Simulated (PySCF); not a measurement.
## Name the molecule from its bond curve

A diatomic of charge +1 contains Li. Its singlet curve at RHF-CCSD(T) in a triple-zeta basis (no relativity, PySCF), in eV from the separated fragments:

```tsv
R (Å)	E (eV)
2.596	-0.693
2.711	-0.745
2.797	-0.764
2.884	-0.768
2.970	-0.761
3.086	-0.739
3.230	-0.697
3.403	-0.633
```

The fit gives ωe = 277 cm⁻¹ and the rotational constant Bₑ = 0.3766 cm⁻¹.

Question: Which atom is the partner?

Answer: The minimum lies at 2.872 Å, so the reduced mass is 16.8576 u Å² cm⁻¹/(Bₑ·Re²) = 5.427 u. With Li at 7.02 u the partner weighs about 23.9 u: Mg. The molecule is LiMg⁺.

Correlated steps freeze 1 core orbital.
